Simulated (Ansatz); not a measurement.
Relaxation of CH5OS (8 atoms, charge 1, multiplicity 1), to a largest force component of 0.015 eV/Å in at most 40 steps.

Method: Ansatz, RKS PBE0-D4/6-31G.

```xyz
8
Properties=species:S:1:pos:R:3
C -0.781 0.658 0.011
S 0.781 -0.049 0.561
O 0.524 -0.140 2.134
H -1.594 0.195 0.566
H -0.914 0.488 -1.054
H -0.770 1.724 0.226
H 0.445 -1.354 0.287
H 1.201 0.254 2.704
```

Task: Where does it end, and by what steps?

Result: The forces met the threshold. Limits of this set-up: no polarisation functions, the dipole of an ion depends on the origin. After 8 steps the energy has fallen by 0.456 eV; O3 moved furthest, 0.12 Å.

```csv
step,energy less start (eV),largest force component (eV/Å),accepted
0,0.0000,4.843,yes
1,-0.2883,2.586,yes
2,-0.4284,0.799,yes
3,-0.3620,1.079,no
4,-0.4547,0.073,yes
5,-0.4528,0.125,no
6,-0.4553,0.015,yes
7,-0.4555,0.031,yes
8,-0.4556,0.006,yes
```

```xyz
8
Properties=species:S:1:pos:R:3
C -0.837 0.687 -0.013
S 0.798 -0.060 0.515
O 0.476 -0.134 2.248
H -1.621 0.224 0.588
H -0.956 0.480 -1.079
H -0.760 1.757 0.174
H 0.537 -1.393 0.259
H 1.255 0.216 2.744
```

Whether the end is a true minimum wasn't checked by a vibrational analysis.

Run time: 14 s on 1 thread of Arm Neoverse V2, with other jobs on the host, peak memory 0.12 GiB.
